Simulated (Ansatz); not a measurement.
System: hcp Sc. Method: r²SCAN in Ansatz (plane waves, PAW).

Settings: plane-wave cutoff 500 eV, 30×30×14 k mesh (along the axes of the cell as run), Fermi–Dirac smearing 0.1 eV, scalar-relativistic PAW data made under PBE.

Computed at the level's own relaxed cell.

Q: Estimate the volume per atom, equilibrium lattice constant a and c axis length that the calculation returns.

A: 
- volume per atom: 25.00 Å³/atom
- equilibrium lattice constant a: 3.328 Å
- c axis length: 5.211 Å

Measured, for comparison: lattice constant a 3.309 Å, lattice parameter c 5.268 Å (293 K, no zero-point or thermal correction; as tabulated in Wikipedia's data pages). Computed (rounded) less measured: lattice constant a +0.6 %, lattice parameter c -1.1 %. A static lattice is as a rule a little smaller and stiffer than an uncorrected measurement, which narrows the difference in the lattice parameter c and would widen misses of the other sign.

Static lattice: no zero-point or thermal effects.

Cost on a shared machine: around 4 core-minutes (rough).

Ansatz is a first-principles code.
